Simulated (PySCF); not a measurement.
Gas-phase reaction: 2 HBO2 + 3 H2O2 ⇌ 2 B(OH)3 + 2 HO2

Method: PySCF energies (xtb for GFN2) plus ideal-gas RRHO corrections (1 bar). S°(298 K) at PBE0/def2-TZVP differs from the NASA 1993 table for H2O2 (-8 J/mol/K); whether the harmonic model or the table's entry is off was not settled. † marks an energy on the PBE0/def2-TZVP geometry and frequencies; other levels use their own. 6-31G* has spherical d functions here. Open shells (unrestricted): HO2 (multiplicity 2); the rest are closed-shell singlets. GFN2 has no spin-polarisation term. B3LYP is the form with VWN-RPA correlation. No R ln 2 is added for the mirror-image form of H2O2. The harmonic model lacks anharmonicity and excited electronic states, which grow with temperature; levels with a mode under 35 cm⁻¹ are left out. Internal rotation in H2O2, B(OH)3 is treated as a harmonic vibration of one conformer, which makes the entropy rough. Warning, point group unlike the PBE0 one: H2O2 (GFN2-xTB).

```tsv
level	ΔE electronic, kJ	ΔH°(298 K), kJ	ΔS°(298 K), J/K	ΔG°(1600 K), kJ
B3LYP/6-31G*	-510	-501	-171	-236
B3LYP/def2-TZVP†	-497	-490	-168	-232
GFN2-xTB	-28	-23	-178	251
M06-2X/def2-TZVP†	-527	-519	-168	-261
PBE0/def2-SVP†	-570	-563	-168	-305
```
ΔH° is lowest at PBE0/def2-SVP† and highest at GFN2-xTB. No reference value is set beside these.
